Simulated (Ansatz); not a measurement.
Molecule (SMILES): P (PH3).
Atoms: P1, H2, H3, H4. Bonds: P1-H2, P1-H3, P1-H4.

Basis-set convergence of the harmonic zero-point energy at B3LYP with Ansatz (an electronic-structure program). Each level at its own minimum, finite differences of forces, unscaled; the reference is a large set that could be run, not a limit. Cartesian d functions, on some or all atoms, in 6-31G*, 6-311G**, 6-311+G**; all else is spherical. The program fits the integrals of some runs and decomposes those of others, by size. No added dispersion term, no relativity. Reference: the value in aug-pcseg-2, 14.95 kcal/mol, itself unsure by roughly 0.02 kcal/mol (its mean distance from aug-cc-pV(T+d)Z, def2-TZVPPD). Deviations are taken from unrounded values. Cost is core time over that of 6-31G, rough, on shared machines of one kind.

```json
[
 {"basis": "6-31G", "functions": "19", "harmonic zero-point energy (kcal/mol)": "14.49", "minus reference (kcal/mol)": "-0.47", "cost": "1×"},
 {"basis": "def2-SV(P)", "functions": "24", "harmonic zero-point energy (kcal/mol)": "15.01", "minus reference (kcal/mol)": "0.06", "cost": "0.8×"},
 {"basis": "6-31G*", "functions": "25", "harmonic zero-point energy (kcal/mol)": "15.21", "minus reference (kcal/mol)": "0.25", "cost": "1×"},
 {"basis": "def2-SVP", "functions": "33", "harmonic zero-point energy (kcal/mol)": "14.92", "minus reference (kcal/mol)": "-0.03", "cost": "1×"},
 {"basis": "pcseg-1", "functions": "33", "harmonic zero-point energy (kcal/mol)": "15.01", "minus reference (kcal/mol)": "0.06", "cost": "1×"},
 {"basis": "cc-pV(D+d)Z", "functions": "38", "harmonic zero-point energy (kcal/mol)": "14.91", "minus reference (kcal/mol)": "-0.05", "cost": "2×"},
 {"basis": "6-311G**", "functions": "45", "harmonic zero-point energy (kcal/mol)": "14.97", "minus reference (kcal/mol)": "0.02", "cost": "1×"},
 {"basis": "6-311+G**", "functions": "49", "harmonic zero-point energy (kcal/mol)": "14.98", "minus reference (kcal/mol)": "0.02", "cost": "1×"},
 {"basis": "def2-TZVP", "functions": "55", "harmonic zero-point energy (kcal/mol)": "14.99", "minus reference (kcal/mol)": "0.04", "cost": "1×"},
 {"basis": "cc-pV(T+d)Z", "functions": "81", "harmonic zero-point energy (kcal/mol)": "14.98", "minus reference (kcal/mol)": "0.03", "cost": "2×"},
 {"basis": "def2-TZVPP", "functions": "84", "harmonic zero-point energy (kcal/mol)": "14.99", "minus reference (kcal/mol)": "0.03", "cost": "2×"},
 {"basis": "jun-cc-pV(T+d)Z", "functions": "90", "harmonic zero-point energy (kcal/mol)": "14.98", "minus reference (kcal/mol)": "0.02", "cost": "3×"},
 {"basis": "aug-cc-pV(T+d)Z", "functions": "124", "harmonic zero-point energy (kcal/mol)": "14.98", "minus reference (kcal/mol)": "0.03", "cost": "4×"}
]
```
